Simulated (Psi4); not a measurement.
# CH3N (methanimine) at 4 levels

Aim: a comparison of 4 runs (BLYP/cc-pVTZ, PBE/cc-pVTZ, SVWN5/cc-pVTZ, TPSS/cc-pVTZ) of CH3N (methanimine). 

The results are computed with Psi4 1.11.

1 further run of the same task is left out (set aside as unsound or not needed).

## (1) The structure to begin with

CH3N has 5 atoms, charge 0, and is taken as a singlet. As SMILES, `C=N`. One bond was lengthened or shortened from a relaxed shape.

Bond lengths: C1–N2 1.639 Å, C1–H3 1.096 Å, C1–H4 1.092 Å, N2–H5 1.021 Å. Angles: C1–N2–H5 111.0°, N2–C1–H3 124.9°, N2–C1–H4 118.8°, H3–C1–H4 116.3°.

## (2) The energy at BLYP/cc-pVTZ (run 1)

File run.py:

```python
import psi4

psi4.set_memory('1600 MB')
psi4.set_num_threads(1)
psi4.set_output_file('run.log', False)

molecule = psi4.geometry("""
C     -0.44465067    -1.32036298     0.22140220
N      1.17767732     1.23644780    -0.42688913
H     -2.43453228    -1.34700812     0.79720175
H      0.49019685    -3.15415321     0.08118452
H      0.08825021     2.81531398    -0.22412152
units bohr
symmetry c1
no_reorient
no_com
""")

options = {'reference': 'rks', 'puream': True, 'e_convergence': 1e-09, 'd_convergence': 1e-08, 'scf_type': 'pk', 'dft_radial_points': 99, 'dft_spherical_points': 590}
psi4.set_options(options)

e, wfn = psi4.energy('blyp/cc-pVTZ', return_wfn=True)
print(f'blyp/cc-pVTZ energy: {e:.10f} Eh')
```

Run with:

```console
python run.py
```

run.log:

```text
[...]
  Running in c1 symmetry.
[...]
  Nuclear repulsion =   28.164236032649178
[...]
  Multiplicity = 1
[...]
  Nalpha       = 8
  Nbeta        = 8
[...]
    Number of basis functions: 102
[...]
   @RKS iter   1:   -94.34164775113871   -5.08770e-01   6.48500e-03 ADIIS/DIIS
[...]
   @RKS iter  12:   -94.55164214826262   -8.18545e-12   4.44769e-09 DIIS
[...]
    Orbital Energies [Eh]
    ---------------------
    Doubly Occupied:
       1A    -14.037844     2A     -9.994474     3A     -0.731315
       4A     -0.589101     5A     -0.408521     6A     -0.370573
       7A     -0.243359     8A     -0.240856
[...]
  @RKS Final Energy:   -94.55164214826262
   => Energetics <=
    Nuclear Repulsion Energy =             28.1642360326491783
    One-Electron Energy =                -182.6999686459184886
    Two-Electron Energy =                  73.1700982770968835
    DFT Exchange-Correlation Energy =     -13.1860078120901765
    Empirical Dispersion Energy =           0.0000000000000000
    VV10 Nonlocal Energy =                  0.0000000000000000
    Total Energy =                        -94.5516421482626157
[...]
 Multipole Moments:
 ------------------------------------------------------------------------------------
     Multipole            Electronic (a.u.)      Nuclear  (a.u.)        Total (a.u.)
 ------------------------------------------------------------------------------------
 L = 1.  Multiply by 2.5417464519 to convert [e a0] to [Debye]
 Dipole X            :         -4.4683891            3.7197520           -0.7486371
 Dipole Y            :          0.6706580           -0.9528906           -0.2822326
 Dipole Z            :          1.2413701           -1.0055460            0.2358242
 Magnitude           :                                                    0.8341018
[...]
```

On the terminal:

```text
blyp/cc-pVTZ energy: -94.5516421483 Eh
```

Run time: 19 s. Hardware: 1 thread of Intel Xeon Platinum 8375C at 2.90GHz (Ice Lake), shared host; peak memory 0.7 GiB.

## (3) Energy and forces at PBE/cc-pVTZ (run 2)

File ch3n.py:

```python
import psi4

psi4.set_memory(1600000000)
psi4.set_num_threads(1)
psi4.set_output_file('ch3n.out', False)

molecule = psi4.geometry("""
0 1
C     -0.235299    -0.698706     0.117161
N      0.623200     0.654300    -0.225900
H     -1.288299    -0.712806     0.421861
H      0.259401    -1.669106     0.042961
H      0.046700     1.489800    -0.118600
units angstrom
symmetry c1
no_reorient
no_com
""")

psi4.set_options({
    'puream': True,
    'e_convergence': 1e-09,
    'd_convergence': 1e-08,
    'scf_type': 'pk',
    'dft_radial_points': 99,
    'dft_spherical_points': 590,
})

e, wfn = psi4.gradient('pbe/cc-pVTZ', return_wfn=True)
print('gradient / Eh bohr^-1')
print(e.np.round(6))
print(f'energy = {wfn.energy():.10f} Eh')
for k, v in sorted(psi4.core.scalar_variables().items()):
    print(f'{k:45s} {v:18.10f}')
```

Run with:

```console
python ch3n.py
```

ch3n.out:

```text
[...]
  Running in c1 symmetry.
[...]
  Nuclear repulsion =   28.164236005554532
[...]
  Multiplicity = 1
[...]
  Nalpha       = 8
  Nbeta        = 8
[...]
    Number of basis functions: 102
[...]
   @RKS iter   1:   -94.27663103349110   -5.33145e-01   5.98271e-03 DIIS/ADIIS
[...]
   @RKS iter  12:   -94.45795777993075   -7.20490e-12   3.97012e-09 DIIS
[...]
    Orbital Energies [Eh]
    ---------------------
    Doubly Occupied:
       1A    -14.018607     2A     -9.973063     3A     -0.738772
       4A     -0.594673     5A     -0.411674     6A     -0.374098
       7A     -0.249246     8A     -0.244666
[...]
  @RKS Final Energy:   -94.45795777993075
   => Energetics <=
    Nuclear Repulsion Energy =             28.1642360055545318
    One-Electron Energy =                -182.6694931757138249
    Two-Electron Energy =                  73.1287026229566095
    DFT Exchange-Correlation Energy =     -13.0814032327280589
    Empirical Dispersion Energy =           0.0000000000000000
    VV10 Nonlocal Energy =                  0.0000000000000000
    Total Energy =                        -94.4579577799307515
[...]
 Multipole Moments:
 ------------------------------------------------------------------------------------
     Multipole            Electronic (a.u.)      Nuclear  (a.u.)        Total (a.u.)
 ------------------------------------------------------------------------------------
 L = 1.  Multiply by 2.5417464519 to convert [e a0] to [Debye]
 Dipole X            :         -4.4677045            3.7197520           -0.7479524
 Dipole Y            :          0.6717706           -0.9528906           -0.2811201
 Dipole Z            :          1.2410942           -1.0055459            0.2355482
 Magnitude           :                                                    0.8330332
[...]
  -Total Gradient:
     Atom            X                  Y                   Z
    ------   -----------------  -----------------  -----------------
       1       -0.067220680477    -0.132416761368     0.028729003331
       2        0.056087424239     0.147175912224    -0.026559713786
       3       -0.001250854101    -0.008161965398     0.000937368853
       4       -0.009025124396    -0.007372377328     0.003123045026
       5        0.021409059315     0.000775235152    -0.006229655877
[...]
```

On the terminal:

```text
gradient / Eh bohr^-1
[[-0.067221 -0.132417  0.028729]
 [ 0.056087  0.147176 -0.02656 ]
 [-0.001251 -0.008162  0.000937]
 [-0.009025 -0.007372  0.003123]
 [ 0.021409  0.000775 -0.00623 ]]
energy = -94.4579577799 Eh
CURRENT ENERGY                                    -94.4579577799
CURRENT REFERENCE ENERGY                          -94.4579577799
DD SOLVATION ENERGY                                 0.0000000000
DFT FUNCTIONAL TOTAL ENERGY                       -94.4579577799
DFT TOTAL ENERGY                                  -94.4579577799
DFT VV10 ENERGY                                     0.0000000000
DFT XC ENERGY                                     -13.0814032327
GRID ELECTRONS ALPHA                                8.0000000242
GRID ELECTRONS BETA                                 8.0000000242
GRID ELECTRONS TOTAL                               16.0000000484
NUCLEAR REPULSION ENERGY                           28.1642360056
ONE-ELECTRON ENERGY                              -182.6694931757
PCM POLARIZATION ENERGY                             0.0000000000
PE ENERGY                                           0.0000000000
SCF ITERATION ENERGY                              -94.4579577799
SCF ITERATIONS                                     12.0000000000
SCF TOTAL ENERGY                                  -94.4579577799
TWO-ELECTRON ENERGY                                73.1287026230
XC GRID RADIAL POINTS                              99.0000000000
XC GRID SPHERICAL POINTS                          590.0000000000
XC GRID TOTAL POINTS                           280920.0000000000
```

It took 26 s on 1 thread of Intel Xeon Platinum 8375C at 2.90GHz (Ice Lake), shared host; peak memory 0.7 GiB.

Run 3 isn't shown in full; the table further down has it.

## (4) A single-point energy at TPSS/cc-pVTZ (run 4)

File job.in:

```
memory 1.6 GB

molecule {
  0 1
  C
  N 1 R2
  H 1 R3 2 A3
  H 1 R4 3 A4 2 D4
  H 2 R5 1 A5 4 D5

  R2 = 1.6387
  R3 = 1.096289
  A3 = 124.89043
  R4 = 1.091746
  A4 = 116.2758
  D4 = 179.99888
  R5 = 1.020748
  A5 = 110.97284
  D5 = 179.99943
  symmetry c1
  no_reorient
  no_com
}

set basis cc-pVTZ
set puream true
set e_convergence 1e-09
set d_convergence 1e-08
set scf_type pk
set dft_radial_points 99
set dft_spherical_points 590

energy('tpss')
```

Run with:

```console
psi4 -n 1 job.in job.out
```

job.out:

```text
[...]
  Running in c1 symmetry.
[...]
  Nuclear repulsion =   28.164232678709865
[...]
  Multiplicity = 1
[...]
  Nalpha       = 8
  Nbeta        = 8
[...]
    Number of basis functions: 102
[...]
   @RKS iter   1:   -94.42848644931016   -5.78528e-01   5.80259e-03 DIIS/ADIIS
[...]
   @RKS iter  12:   -94.59463294383195   -3.26850e-12   1.62866e-09 DIIS
[...]
    Orbital Energies [Eh]
    ---------------------
    Doubly Occupied:
       1A    -14.134028     2A    -10.076707     3A     -0.755347
       4A     -0.610220     5A     -0.420285     6A     -0.379393
       7A     -0.250061     8A     -0.247744
[...]
  @RKS Final Energy:   -94.59463294383195
   => Energetics <=
    Nuclear Repulsion Energy =             28.1642326787098654
    One-Electron Energy =                -182.6852757563757450
    Two-Electron Energy =                  73.1625927741904718
    DFT Exchange-Correlation Energy =     -13.2361826403565637
    Empirical Dispersion Energy =           0.0000000000000000
    VV10 Nonlocal Energy =                  0.0000000000000000
    Total Energy =                        -94.5946329438319538
[...]
 Multipole Moments:
 ------------------------------------------------------------------------------------
     Multipole            Electronic (a.u.)      Nuclear  (a.u.)        Total (a.u.)
 ------------------------------------------------------------------------------------
 L = 1.  Multiply by 2.5417464519 to convert [e a0] to [Debye]
 Dipole X            :          0.0000000            0.0000079            0.0000079
 Dipole Y            :         -0.2589398            0.7525339            0.4935942
 Dipole Z            :          0.8189905           -1.5114937           -0.6925032
 Magnitude           :                                                    0.8504093
[...]
```

It took 54 s on 1 thread of Intel Xeon Platinum 8375C at 2.90GHz (Ice Lake), shared host; peak memory 0.77 GiB.

## (5) Overview of the runs

| run | level | task | energy (Eh) | dipole moment (D) | HOMO energy (eV) | LUMO energy (eV) | wall time |
| --- | --- | --- | --- | --- | --- | --- | --- |
| 1 | BLYP/cc-pVTZ | energy | -94.551642 | 2.12 | -6.55 | -3.33 | 19 s |
| 2 | PBE/cc-pVTZ | gradient | -94.457958 | 2.12 | -6.66 | -3.46 | 26 s |
| 3 | SVWN5/cc-pVTZ | energy | -93.742325 | 2.19 | -6.72 | -3.69 | 11 s |
| 4 | TPSS/cc-pVTZ | energy | -94.594633 | 2.16 | -6.74 | -3.29 | 54 s |

## (6) Summary of results

| quantity | value |
| --- | --- |
| run 4: total energy | -94.59463 Eh |
| run 4: dipole moment | 2.16 D |
| run 4: HOMO energy | -6.74 eV |
| run 4: LUMO energy | -3.29 eV |
| run 4: HOMO–LUMO gap | 3.45 eV |

What this shows: The dipole moment (its size) runs from 2.12 D (PBE/cc-pVTZ) to 2.19 D (SVWN5/cc-pVTZ). The HOMO–LUMO gap runs from 3.04 eV (SVWN5/cc-pVTZ) to 3.45 eV (TPSS/cc-pVTZ). Totals of different functionals can't be ranked against each other. All runs together took 1.8 min, the longest 54 s.
